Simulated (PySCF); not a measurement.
3-oxetanone, C₃H₄O₂.
Cartesian coordinates in Å at the PBE0-D3(BJ)/def2-SVP level; atoms count from 1:
```xyz
9
C3H4O2 angstrom
O      0.5679    1.5961    1.1472
C      0.2379    0.6675    0.4800
C      0.8240   -0.1318   -0.6781
O     -0.3413   -0.9526   -0.6869
C     -0.9654   -0.2641    0.3936
H      1.7529   -0.6832   -0.4431
H      0.9716    0.4388   -1.6134
H     -1.1313   -0.8966    1.2848
H     -1.9165    0.2259    0.1158
```

The calculation used PySCF 2.14.0, density-fitted response routines, TDDFT PBE0/def2-SVPD, vertical, gas phase, core orbitals frozen in the response.

Ground-to-excited transition dipoles (e·a0, same axes as the geometry; the sign carries no meaning), for the states with f of 0.002 or more among the lowest 7:

```tsv
state	E (eV)	μx	μy	μz
S2	5.610	-0.063	-0.179	-0.129
S4	7.327	-0.485	-0.036	0.291
S7	7.645	0.173	-0.248	0.259
```

(1) Work out the oscillator strengths.

(2) The point group is C2v. Which irreducible representation does each state belong to?

(3) What angle do the transition dipoles of S4 and S7 make?

(4) How is the summed strength of these states shared among x, y and z?

(5) What peak molar absorption coefficient would the strongest computed level give as a lone Gaussian band 0.5 eV wide at half height?

Answers

(1) f = (2/3) ΔE |μ|² with ΔE in hartree (27.2114 eV).

| state | \|μ\|² (au) | \|μ\| (D) | f |
| --- | --- | --- | --- |
| S2 | 0.053 | 0.58 | 0.007 |
| S4 | 0.321 | 1.44 | 0.058 |
| S7 | 0.159 | 1.01 | 0.030 |

(2) The ground state is totally symmetric, so the direction of μ fixes the label. Polarised along the twofold axis, so A1: S2. Polarised across the twofold axis, so B1 or B2: S4 and S7. Which of B1 and B2 hangs on the choice of axes; S4 takes one label and S7 the other.

(3) |cos θ| = |μa·μb| / (|μa| |μb|) = 0.00, so θ ≈ 90° (taken between 0 and 90°, since the signs are arbitrary).

(4) (2/3) Σ ΔE μα² gives 0.048 for x, 0.016 for y and 0.030 for z, 0.095 in all.

(5) ε(max) = 2.175×10⁸ f / FWHM, with the width in cm⁻¹. S4: 2.175×10⁸ × 0.0577 / 4033 ≈ 3100 L mol⁻¹ cm⁻¹.

All these states lie below the vertical ionisation energy of 10.23 eV (ΔSCF).

The run took 35 s wall on one thread of an Arm Neoverse V1, shared host with 32 logical CPUs at a one-minute load of 19, and the process peaked at 0.56 GiB of memory.
